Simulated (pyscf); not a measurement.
Optimised with ωB97X-D3(BJ)/def2-SVP in PySCF. MP2 and CC: frozen core, UHF for open shells. ΔMP2 is the change of the MP2 total energy from the triple- to the quadruple-zeta basis.

**Question.** PBE/def2-TZVP puts the barrier of H₂N–InH₂ → ammonia (NH₃) + InH [singlet] (1,1-elimination; singlet surface; In–N, H–In broken, H–N formed) at 41.6 kcal/mol and the reaction energy at +1.1 kcal/mol, from the reactant's lowest minimum found. What do B3LYP-D3(BJ)/def2-TZVP, ωB97M-D3(BJ)/def2-TZVP, CCSD(T)/def2-TZVPP + ΔMP2(QZVPP) give on the same structures?

**Answer.** B3LYP-D3(BJ): ΔE‡ = 47.5 kcal/mol, ΔE = -0.8 kcal/mol; ωB97M-D3(BJ): ΔE‡ = 53.7 kcal/mol, ΔE = +2.9 kcal/mol; CCSD(T): ΔE‡ = 50.7 kcal/mol, ΔE = +3.4 kcal/mol. PBE's barrier lies under all of them, by 5.9 to 12.0 kcal/mol. Its reaction energy lies among theirs. Low barriers are usual for a GGA, whose delocalisation error favours stretched bonds. On the product side the descent ends in a bound adduct (not fully relaxed), 12.6 kcal/mol under the separated species and 61.2 kcal/mol under the saddle at ωB97X-D3(BJ)/def2-TZVP. At ωB97X-D3(BJ) the barrier from the zero used here is 56.6 kcal/mol. This is the saddle that the search found; another between the same sides may lie lower. The CCSD(T) − MP2 part came from Ansatz, without density fitting, on the same reference. The frozen core leaves the outer d or s,p core shells of the metals and heavy elements correlated in the MP2 and CC values, and def2-TZVPP describes them poorly, which can shift differences by a few kcal/mol. Elements past Kr carry the def2 core potentials, without spin-orbit coupling.
